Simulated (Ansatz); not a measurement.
in.yaml

```yaml
crystal:
  periodic: [false, false, false]
  atoms:
    - {symbol: V, position_ang: [0.000000, 0.000000, 0.000000]}
    - {symbol: N, position_ang: [0.000000, 0.000000, 1.619800]}
basis:
  gaussian: {orbitals: def2-SVP}
magnetization: {spin_polarized: false, initial_magnetization: 4}
correlation: {method: fic_mrcisd_q, electrons: outside_noble_gas, active_space: {window: {electrons: 10, orbitals: 10}, shells: [{species: "N", l: s, shell: 2}, {species: "N", l: p, shell: 2}, {species: V, l: s, shell: 4}, {species: V, l: d, shell: 3}]}}
```

```sh
$ ansatz run in.yaml --threads 1 --pin off --events-out ev --progress --plain --max-ram 4096MiB --backend cpu
```

Output:

```
872 factors; integrals over basis functions are off by at most 1.5e-7 eV
mean field evaluation 1: about -27126.3337 eV, gradient 3.2e1 eV
mean field evaluation 2: about -27126.4380 eV, gradient 3.2e1 eV
mean field evaluation 4: about -27129.5590 eV, gradient 3.0e0 eV
mean field evaluation 8: about -27129.6258 eV, gradient 4.2e-1 eV
mean field evaluation 16: about -27129.6284 eV, gradient 2.8e-6 eV
mean field evaluation 32: about -27126.3337 eV, gradient 3.2e1 eV
mean field evaluation 64: about -27128.2492 eV, gradient 5.1e-5 eV
mean field evaluation 96: about -27125.7642 eV, gradient 2.1e1 eV
mean field evaluation 128: about -27129.1343 eV, gradient 5.5e-6 eV
mean field evaluation 160: about -27129.6680 eV, gradient 3.3e-4 eV
...
contracted CI cycle   1: correlation 0.00000000 eV, 0.0000000000 hartree, residual 1.91e1 eV
contracted CI cycle   2: correlation -3.83296545 eV, -0.1408588820 hartree, residual 3.53e0 eV
contracted CI cycle   3: correlation -3.98237046 eV, -0.1463494149 hartree, residual 8.06e-1 eV
contracted CI cycle   4: correlation -3.99228956 eV, -0.1467139353 hartree, residual 2.80e-1 eV
contracted CI cycle   5: correlation -3.99350699 eV, -0.1467586748 hartree, residual 1.03e-1 eV
contracted CI cycle   6: correlation -3.99370544 eV, -0.1467659677 hartree, residual 4.41e-2 eV
contracted CI cycle   7: correlation -3.99373865 eV, -0.1467671882 hartree, residual 1.63e-2 eV
contracted CI cycle   8: correlation -3.99374308 eV, -0.1467673512 hartree, residual 6.11e-3 eV
contracted CI cycle   9: correlation -3.99374373 eV, -0.1467673751 hartree, residual 2.53e-3 eV
contracted CI cycle  10: correlation -3.99374383 eV, -0.1467673788 hartree, residual 8.71e-4 eV
state -27133.37937363 eV, -997.1333003159 hartree; corrected -27137.59674640 eV, -997.2882859063 hartree
Total energy: -27137.59674640 eV, -997.2882859063 hartree
Checks for a lower state left out: starts, orbital_swaps
```

Natural occupations: 1.9842 1.9049 1.9049 1.0006 0.9975 0.9975 0.9769 0.0968 0.0968 0.0402.

Ran on 1 thread of AMD EPYC 7R13, shared host: 24 s wall, 0.57 GiB peak host memory.
